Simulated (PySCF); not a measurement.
# C4H7FO: the cost of one run

The runs use PySCF 2.14.0, with density-fitted response routines of our own; the level of theory stands in each step. All values are computed, except where a source is named. Atoms count from 0, in the outputs and in this text.

### Step 1. The molecule as given

13 atoms, charge 0, multiplicity 1; geometry from: GFN2-xTB. The atoms were then displaced at random by about 0.01 Å, so the start is not that level's minimum.

Bonds of the start (Å): C0–C1 1.30, C1–C2 1.50, C2–F3 1.41, C1–O4 1.36, O4–C5 1.42, C0–H6 1.08, C0–H7 1.09, C2–H8 1.12, C2–H9 1.08, C5–H10 1.10, C5–H11 1.08, C5–H12 1.09.

### Step 2. Optimising the geometry at PBE0-D3(BJ)/def2-SVP

The job: settings as JSON, then the geometry in Å.

```
{"job": {"xc": "PBE0", "basis": "def2-SVP", "d3": "d3bj", "grid": 1, "shake": 0.01, "kind": "geom"}, "charge": 0, "multiplicity": 1}
C      0.418300     1.306470     0.046420
C      0.396670     0.007030    -0.064350
C      1.629120    -0.810270    -0.294970
F      2.800500    -0.023930    -0.374930
O     -0.673510    -0.836140    -0.002480
C     -1.939710    -0.240960     0.211090
H      1.330170     1.872810    -0.032730
H     -0.478260     1.913650     0.196660
H      1.797940    -1.501000     0.564370
H      1.567900    -1.373740    -1.213340
H     -2.652950    -1.074560     0.245070
H     -2.188710     0.437530    -0.595150
H     -2.001650     0.306240     1.153860
```

Command:

```bash
OMP_NUM_THREADS=1 python probes_run.py task.json out
```

One launch serves the whole session: the jobs run in the order shown.

**Question.** How long does this first job take on 1 thread of Arm Neoverse V1, shared host, and how much memory does it need?

About 38 s, with a peak of 0.51 GiB.
